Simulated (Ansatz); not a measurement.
Isolated molecules relaxed with PBE0-D4/def2-TZVP in Ansatz; ΔE leaves out vibrations. CCSD(T)/CBS is the MP2 limit (def2-TZVPP, def2-QZVPP) plus CCSD(T) − MP2 in def2-TZVPP, frozen cores. This one scheme is used for every species, atoms too. DFT in def2-TZVPP. Open shells (•) are unrestricted, without spin–orbit coupling. Spin–orbit coupling would lower the free atoms: a little for C, F.

Reaction (atomization): `C=CC(F)(F)F` → 3 C• + 3 F• + 3 H•

`C=CC(F)(F)F`:

Cartesian coordinates in Å:
```
C -0.825 -0.755 0.856
C -0.285 0.351 0.377
C 0.690 0.363 -0.752
F 0.230 1.099 -1.776
F 1.855 0.912 -0.375
F 0.958 -0.856 -1.226
H -0.581 -1.727 0.445
H -1.529 -0.719 1.678
H -0.514 1.333 0.775
```

```tsv
species	BLYP-D4 energy (Eh)
`C=CC(F)(F)F`	-415.76075
C•	-37.84656
F•	-99.76086
H•	-0.49755
```

Question: Work out ΔE.

Answer: ΔE = 3 × (-37.84656) + 3 × (-99.76086) + 3 × (-0.49755) − (-415.76075) = 1.44584 Eh = +3796.1 kJ/mol. CCSD(T)/CBS gives +3776.8 kJ/mol.

Largest T1 diagnostic among the species: 0.012.

The D4 term adds +23.4 kJ/mol with B3LYP and +12.2 kJ/mol with PBE0; it sums over pairs of atoms, weighted by their polarisabilities, and B3LYP, whose exchange is more repulsive, gets the larger term. From r2SCAN to r2SCAN0 (25 % exact exchange), in def2-TZVPP and without D4, ΔE moves by −97.3 kJ/mol: exact exchange takes away binding that semilocal exchange gives to molecules.

B3LYP here is the variant with VWN-RPA as its local correlation; programs differ in this.

For atomizations the MP2-based limit and the directly extrapolated one differ by several kJ/mol either way, and by 10 to 25 for some Ge, Se and Sn compounds, so smaller differences from it don't rank the levels.
